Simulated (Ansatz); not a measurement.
Basis-set extrapolation for `CCCCCl` (PBE0-D4/def2-TZVP geometry, frozen core, Ansatz). Multiplicity 1, RHF reference.

```csv
,def2-TZVPP,def2-QZVPP
HF,-616.290045,-616.310316
MP2 correlation,-0.895714,-0.959395
CCSD(T) correlation,-0.994897,not run
```

Energies in hartree. Use E(X) = E(∞) + A·exp(−7.88·√X) for Hartree–Fock and E(X) = E(∞) + B·X^(−2.97) for correlation, with X = 3 and 4, and add CCSD(T) minus MP2 of the smaller set to the MP2 limit.

Q: What is the CCSD(T) energy at the basis-set limit?

A: HF limit: -616.310316 + (-0.020271) × 0.13774 = -616.31311. MP2 limit: -0.959395 + (-0.063681) × 0.74074 = -1.00657. Higher-order term: -0.994897 − (-0.895714) = -0.09918. Total: -617.41886 hartree, 351.6 kJ/mol below CCSD(T)/def2-TZVPP.
